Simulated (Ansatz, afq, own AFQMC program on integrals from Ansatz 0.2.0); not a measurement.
Where AFQMC and coupled cluster stand for SiH₅O, doublet

```xyz
7

Si   -0.9834    0.0193    0.0000
H    -1.4783    1.4190    0.0000
H    -1.4783   -0.6806    1.2122
H    -1.4783   -0.6806   -1.2122
H     0.6476    0.0193    0.0000
O     1.8336    0.0193    0.0000
H     2.0854   -0.9207    0.0000
```

Basis cc-pVDZ. Only valence electrons are correlated. AFQMC by an in-house program on the Cholesky factors that Ansatz 0.2.0 writes for its CCSD(T) run. The CISD trial takes its coefficients from CCSD amplitudes. Released means that phaseless walkers are propagated on without the constraint, phases kept. ± is one standard error of the sampling.

Determinant: UHF, the one that the program's search chose, which needn't be the lowest solution. The geometry is a point of a scan.

No full CI on the walks' own integrals is used here; CCSDT(Q) serves as the reference and is uncertain by about the last step of the cluster series.

Cautions: the ph-AFQMC/HF walk drifts between its halves (2.3 errors).

```
T1 diagnostic                               : 0.0186
weight of the determinant in the CISD state : 0.868
⟨S²⟩ of the determinant                     : 0.783
size of the correlated space                : 15 electrons in 51 orbitals
```

Reference: CCSDT(Q), correlation energy -9.591 eV. The released energy is read at 1.50 1/Eh (meV from the phaseless value at times in 1/Eh: -5 ± 4 at 0.24, -10 ± 5 at 0.51, -14 ± 4 at 0.99, -10 ± 6 at 1.50).

```csv
level,E − E(reference) (kJ/mol),share of correlation (%)
HF,925.4,0.00
MP2,128.3,86.13
CCSD,23.1,97.51
CCSD(T),4.5,99.51
CCSDT,1.9,99.79
ph-AFQMC/HF,0.9 ± 2.8,99.91
ph-AFQMC/CISD,1.1 ± 0.3,99.88
released AFQMC,0.1 ± 0.6,99.99
```

A walk keeps the symmetry of its determinant, which the program's search chose and which needn't be the lowest solution, so a lower state of the same spin and another symmetry isn't excluded. Released energies are given only where the last usable release times agree within the noise; a slower fall can still hide under it.
